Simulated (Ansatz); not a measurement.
HAlGa: how the quartet less doublet moves with the basis

HAlGa, doublet; coordinates (Å): Al 0.000 0.000 0.350; Ga 0.000 0.000 -2.321; H 0.000 0.000 1.971. Quantity: quartet less doublet, vertical.

Ansatz 0.2.0, basis 6-31G or cc-pVDZ or cc-pVTZ; geometries are PBE0/def2-TZVP minima. Wave-function levels freeze the cores with the filled d shells of p-block atoms; HF, MP2 and coupled cluster are restricted for singlets and unrestricted otherwise, restricted open-shell where a d shell is frozen, Kohn–Sham unrestricted where that lies lower. NEVPT2 stands on CASSCF in the full valence space. The reference is CCSDT(Q) or full CI (coupled cluster only where its series has nearly closed). Semilocal and hybrid functionals correlate all electrons outside any core potential and usually lie nearer their basis limit than the reference, so part of their error here is the reference's basis and frozen-core error; RPA and the MP2 part of double hybrids freeze the same cores as the reference. None of these values is a measured one. Energies are electronic, without zero-point terms. No spin–orbit coupling and no scalar relativity. The species are chosen: bound, without strong static correlation by their natural occupations or amplitudes, in their lowest spin state as far as vertical gaps and like structures tell, and with a ladder that closes on the reference, so errors are smaller than for species at large; levels whose determinant breaks symmetry or spin markedly are left out.

```
    level  6-31G (kcal/mol)  cc-pVDZ (kcal/mol)  cc-pVTZ (kcal/mol)
reference    18.1 (full CI)     21.4 (CCSDT(Q))     22.4 (CCSDT(Q))
       HF              19.4                16.5                15.9
  CCSD(T)              18.3                21.7                22.7
    CCSDT              18.3                21.5                22.5
   NEVPT2              17.7                20.7                21.8
      PBE              21.5                21.7                21.8
   r2SCAN              16.9                17.3                17.4
     PBE0              22.5                22.3                22.2
```

From 6-31G to cc-pVTZ the reference moves by 4.3 kcal/mol and PBE by 0.3; the step from CCSD(T) to the reference is -0.3 in the first and -0.3 in the last.
